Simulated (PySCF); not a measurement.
**How the method moves the bond dissociation enthalpies of methylsilane**

Structure: `C[SiH3]` (CH6Si). Optimised structure (Å), atoms numbered from 1:
```
C    -0.9824   -0.1129    0.0217
Si    0.8836    0.1054   -0.0307
H    -1.4386    0.5860    0.7391
H    -1.2477   -1.1369    0.3257
H    -1.4253    0.0754   -0.9681
H     1.2426    1.4971   -0.4459
H     1.5009   -0.8468   -1.0057
H     1.4847   -0.1494    1.3154
```

All levels share the PBE0-D3(BJ)/def2-SVP structures and the PBE0-D3(BJ)/def2-SVP thermal terms; only the single-point energies (PySCF) change. Values are bond dissociation enthalpies (298 K, kJ/mol).

```tsv
level	C1–Si2	Si2–H	C1–H	time
HF/ma-def2-TZVP	258	302	310	2.7 s
CCSD(T)/ma-def2-TZVP	359	376	412	4.6 min
MP2/ma-def2-TZVP	371	365	411	10 s
ωB97X-D3(BJ)/def2-TZVP	381	388	421	–
```

Times are wall times for all single points of a level on 1 thread of Arm Neoverse V1, a shared host; the dash marks the run that also made the structures.

Hartree-Fock leaves out electron correlation, so its bond energies come out too low, often by 100 kJ/mol or more.

The widest spread is that of C1–Si2: 123 kJ/mol, from 258 to 381.

Known limits: the order of C1–Si2 and Si2–H is undecided: the gaps lie inside the method's error (some 10 kJ/mol, one structure a species).
